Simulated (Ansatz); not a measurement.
## doublet Li2(+): levels of theory in one basis

```json
{"atom": "Li", "x (Å)": "0.0224", "y (Å)": "0.0440", "z (Å)": "-1.5999"}
{"atom": "Li", "x (Å)": "-0.0472", "y (Å)": "0.0048", "z (Å)": "1.5922"}
```

Basis set: def2-SVP (spherical functions). All electrons are correlated. Correlation on ROHF uses semicanonical orbitals with singles. Charge 1, multiplicity 2.

Computed with Ansatz (development build ahead of 0.2.0); each method stands on the lowest determinant of its kind that the runs found.

```json
{"method": "ROHF", "E − E(ROHF) (eV)": "0.00", "<S²> of the determinant": "0.75"}
{"method": "ROHF-MP2", "E − E(ROHF) (eV)": "-0.12", "<S²> of the determinant": "–"}
{"method": "ROHF-CCSD(T)", "E − E(ROHF) (eV)": "-0.14", "<S²> of the determinant": "–"}
```
